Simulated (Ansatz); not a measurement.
Frontier orbitals of `C=C1SC1F`.

```xyz
8

C     0.523    0.068   -1.332
C    -0.144   -0.212   -0.230
S    -1.509   -1.055    0.429
C    -0.254    0.022    1.189
F    -0.644    1.240    1.625
H     1.389    0.717   -1.288
H     0.225   -0.329   -2.294
H     0.413   -0.452    1.903
```

The species carries charge 0 and has multiplicity 1. The structure was optimised at the PBE0-D4/def2-TZVP level. Basis def2-TZVPP, the Gaussian-basis code of Ansatz.

| functional | HOMO (eV) | LUMO (eV) | gap (eV) |
| --- | --- | --- | --- |
| PBE | -5.79 | -1.60 | 4.19 |
| r2SCAN | -5.99 | -1.42 | 4.57 |
| B97M-V | -6.02 | -1.34 | 4.68 |
| PBE0 | -6.87 | -0.66 | 6.21 |
| r2SCAN0 | -7.01 | -0.56 | 6.45 |
| HSE06 (plane-wave form) | -6.48 | -1.04 | 5.44 |
| ωB97M-V | -8.96 | 1.44 | 10.40 |

Against PBE, PBE0 changes HOMO and LUMO by −1.09 and +0.94 eV, ωB97M-V by −3.17 and +3.04 eV. A gap of 4.19 eV thus becomes 10.40 eV for the same molecule, so an orbital gap means little without its functional. A positive LUMO is unbound and depends on the basis.
